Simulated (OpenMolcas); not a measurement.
# CS⁻ at 1.656 Å: OpenMolcas input and output

Input (each module block was a call of its own in one work directory; start orbitals came from a preliminary run):

```
&GATEWAY
Coord
2
angstrom
S 0.0 0.0 0.0
C 0.0 0.0 1.6560
Basis=ANO-RCC-VTZP
Group=XY
RX2C
AMFI
ANGMom
0.0 0.0 0.0
RICD
&SEWARD
&GUESSORB
&RASSCF
FileOrb=$CurrDir/o22.orb
Symmetry=2
Spin=2
nActEl=9 0 0
Inactive=5 2
RAS2=3 4
CIRoot=8 8 1
Linear
Iterations=120 100
OrbListing=Nothing
PRWF=0.15
>>COPY $Project.RasOrb $CurrDir/o22.orb
>>COPY $Project.rasscf.h5 $CurrDir/r22.h5
&CASPT2
XMultistate=all
Imaginary=0.2
IPEA=0.25
MaxIter=40
>>COPY $Project.JobMix JOB001
```

```bash
pymolcas m.inp
```

RASSCF and CASPT2 output of these blocks, in excerpt:

```
++    Wave function specifications:
      Number of closed shell electrons          14
      Number of electrons in active shells       9
      Number of inactive orbitals                7
      Number of active orbitals                  7
      Number of secondary orbitals              50
      Spin quantum number                      0.5
      State symmetry                             2
++    Orbital specifications:
      Symmetry species                           1   2
                                                 a   b
      Frozen orbitals                            0   0
      Inactive orbitals                          5   2
      Active orbitals                            3   4
      RAS2 orbitals                              3   4
      Secondary orbitals                        26  24
      Number of basis functions                 34  30
      printout of CI-coefficients larger than  0.15 for root  1
      energy=    -436.490678
      conf/sym  111 2222     Coeff  Weight
           145  022 uu2d  -0.19254 0.03707
           149  022 u022   0.94534 0.89366
      printout of CI-coefficients larger than  0.15 for root  2
      energy=    -436.490678
      conf/sym  111 2222     Coeff  Weight
           148  022 uud2   0.19254 0.03707
           194  022 0u22  -0.94534 0.89366
      printout of CI-coefficients larger than  0.15 for root  3
      energy=    -436.323298
      conf/sym  111 2222     Coeff  Weight
           145  022 uu2d   0.20126 0.04050
           147  022 udu2  -0.44362 0.19680
           148  022 uud2  -0.64764 0.41944
           192  022 022u   0.51119 0.26131
      printout of CI-coefficients larger than  0.15 for root  4
      energy=    -436.323298
      conf/sym  111 2222     Coeff  Weight
            68  022 20u2  -0.51119 0.26131
           143  022 ud2u   0.44362 0.19680
           145  022 uu2d  -0.64764 0.41944
           148  022 uud2  -0.20126 0.04050
      printout of CI-coefficients larger than  0.15 for root  5
      energy=    -436.295320
      conf/sym  111 2222     Coeff  Weight
            68  022 20u2   0.48260 0.23290
           143  022 ud2u   0.68250 0.46581
           147  022 udu2  -0.15178 0.02304
           193  022 02u2  -0.48260 0.23290
      printout of CI-coefficients larger than  0.15 for root  6
      energy=    -436.295320
      conf/sym  111 2222     Coeff  Weight
            65  022 202u  -0.48260 0.23290
           143  022 ud2u   0.15178 0.02304
           147  022 udu2   0.68250 0.46581
           192  022 022u   0.48260 0.23290
      printout of CI-coefficients larger than  0.15 for root  7
      energy=    -436.269760
      conf/sym  111 2222     Coeff  Weight
            65  022 202u   0.21157 0.04476
            68  022 20u2  -0.34786 0.12101
           143  022 ud2u  -0.32482 0.10551
           193  022 02u2  -0.80722 0.65161
      printout of CI-coefficients larger than  0.15 for root  8
      energy=    -436.269760
      conf/sym  111 2222     Coeff  Weight
            65  022 202u   0.80722 0.65161
           147  022 udu2   0.32482 0.10551
           192  022 022u   0.34786 0.12101
           193  022 02u2   0.21157 0.04476
      Natural orbitals and occupation numbers for root  1
      sym 1:   0.032671   1.969011   1.986020
      sym 2:   1.018640   0.074656   1.980367   1.938634
      Natural orbitals and occupation numbers for root  2
      sym 1:   0.032671   1.969011   1.986020
      sym 2:   0.074656   1.018640   1.938634   1.980367
      Natural orbitals and occupation numbers for root  3
      sym 1:   0.026850   1.974835   1.991869
      sym 2:   0.720929   1.280676   1.313514   1.691327
      Natural orbitals and occupation numbers for root  4
      sym 1:   0.026850   1.974835   1.991869
      sym 2:   1.280676   0.720929   1.691327   1.313514
      Natural orbitals and occupation numbers for root  5
      sym 1:   0.022650   1.979161   1.998738
      sym 2:   1.002517   1.002517   1.497208   1.497208
      Natural orbitals and occupation numbers for root  6
      sym 1:   0.022650   1.979161   1.998738
      sym 2:   1.002517   1.002517   1.497208   1.497208
      Natural orbitals and occupation numbers for root  7
      sym 1:   0.023095   1.938737   1.979154
      sym 2:   0.448894   1.610419   1.121465   1.878234
      Natural orbitals and occupation numbers for root  8
      sym 1:   0.023095   1.938737   1.979154
      sym 2:   1.610419   0.448894   1.878234   1.121465
      RASSCF energy for state  8                   -436.26976024
::    RASSCF root number  1 Total energy:   -436.49067831
::    RASSCF root number  2 Total energy:   -436.49067831
::    RASSCF root number  3 Total energy:   -436.32329802
::    RASSCF root number  4 Total energy:   -436.32329802
::    RASSCF root number  5 Total energy:   -436.29532023
::    RASSCF root number  6 Total energy:   -436.29532023
::    RASSCF root number  7 Total energy:   -436.26976024
::    RASSCF root number  8 Total energy:   -436.26976024
      Von Neumann Entropy (Root   1) =  0.85968
++    Wave function specifications:
      Number of closed shell electrons           2
      Number of electrons in active shells       9
      Number of inactive orbitals                1
      Number of active orbitals                  7
      Number of secondary orbitals              50
      Spin quantum number                      0.5
      State symmetry                             2
      Number of CSFs                           248
      Number of CASSCF root(s) available         8
      CASPT2 state passed to geometry opt.       8
      A file JOBMIX will be created
      This is a MULTI-STATE CASSCF reference
      Number of CI roots used                    8
      These are:                                 1   2   3   4   5   6   7   8
      Off-diagonal elements of Heff are computed
  FINAL CASPT2 RESULT:
      Reference energy:        -436.4906783079
      E2 (Non-variational):      -0.2693575247
      Shift correction:          -0.0029702794
      E2 (Variational):          -0.2723278040
      Total energy:            -436.7630061120
      Reference weight:           0.89010
  FINAL CASPT2 RESULT:
      Reference energy:        -436.4906783078
      E2 (Non-variational):      -0.2693575248
      Shift correction:          -0.0029702794
      E2 (Variational):          -0.2723278042
      Total energy:            -436.7630061120
      Reference weight:           0.89010
  FINAL CASPT2 RESULT:
      Reference energy:        -436.3232980159
      E2 (Non-variational):      -0.2629488871
      Shift correction:          -0.0023895588
      E2 (Variational):          -0.2653384459
      Total energy:            -436.5886364618
      Reference weight:           0.89839
  FINAL CASPT2 RESULT:
      Reference energy:        -436.3232980158
      E2 (Non-variational):      -0.2629488870
      Shift correction:          -0.0023895587
      E2 (Variational):          -0.2653384457
      Total energy:            -436.5886364616
      Reference weight:           0.89839
  FINAL CASPT2 RESULT:
      Reference energy:        -436.2953202250
      E2 (Non-variational):      -0.2651042179
      Shift correction:          -0.0023162667
      E2 (Variational):          -0.2674204846
      Total energy:            -436.5627407096
      Reference weight:           0.89872
  FINAL CASPT2 RESULT:
      Reference energy:        -436.2953202250
      E2 (Non-variational):      -0.2651042179
      Shift correction:          -0.0023162667
      E2 (Variational):          -0.2674204846
      Total energy:            -436.5627407096
      Reference weight:           0.89872
  FINAL CASPT2 RESULT:
      Reference energy:        -436.2697602390
      E2 (Non-variational):      -0.2645081702
      Shift correction:          -0.0026112015
      E2 (Variational):          -0.2671193717
      Total energy:            -436.5368796107
      Reference weight:           0.89606
  FINAL CASPT2 RESULT:
      Reference energy:        -436.2697602389
      E2 (Non-variational):      -0.2645081703
      Shift correction:          -0.0026112015
      E2 (Variational):          -0.2671193718
      Total energy:            -436.5368796107
      Reference weight:           0.89606
       Total XMS-CASPT2 energies:
::    XMS-CASPT2 Root  1     Total energy:   -436.76262419
::    XMS-CASPT2 Root  2     Total energy:   -436.76262419
::    XMS-CASPT2 Root  3     Total energy:   -436.58738137
::    XMS-CASPT2 Root  4     Total energy:   -436.58738137
::    XMS-CASPT2 Root  5     Total energy:   -436.56273683
::    XMS-CASPT2 Root  6     Total energy:   -436.56273683
::    XMS-CASPT2 Root  7     Total energy:   -436.53852050
::    XMS-CASPT2 Root  8     Total energy:   -436.53852050
```

Only roots inside an energy window near the equilibrium distance were included, so the list of states is not complete; labels number the states computed. Each spin and symmetry block has orbitals of its own, averaged over its own roots, so gaps between blocks are less sure than gaps within one and near the minimum can be off by tenths of an eV, in bad cases by more. No Rydberg orbitals are active, so Rydberg states, and σ→σ* states whose orbital the CASSCF left unused, can be missing between those listed. CASPT2 splits the two components of degenerate states numerically, here by up to 32 cm⁻¹. For an anion, states above the electron-detachment threshold (often below 1 to 3 eV) are held by the basis set and are not bound levels.
